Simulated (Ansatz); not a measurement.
Zinc-blende MgS (metastable phase), treated with r²SCAN+rVV10 (Ansatz, a program for electronic structure, PAW).

Settings: plane-wave cutoff 560 eV, 10×10×10 k mesh, Fermi–Dirac smearing 0.01 eV, scalar-relativistic PAW data made under PBE.

On both sides of the equilibrium volume: at 22.057 Å³/atom the pressure is 1.29 GPa and the direct gap at Γ 4.224 eV; at 22.957 Å³/atom they are -1.16 GPa and 4.010 eV. The fitted bulk modulus is 61.1 GPa.

Question: Work out the volume deformation potential of this gap and its pressure coefficient, in two ways.

Answer: a_V = dE_g/d ln V = (4.010 − 4.224)/ln(22.957/22.057) = -5.35 eV. Since dP = −B d ln V, dE_g/dP = −a_V/B = 88 meV/GPa. Straight from the pressures: (4.224 − 4.010)/(1.29 − (-1.16)) = 87 meV/GPa. At this level and over this range the gap at Γ widens under pressure.
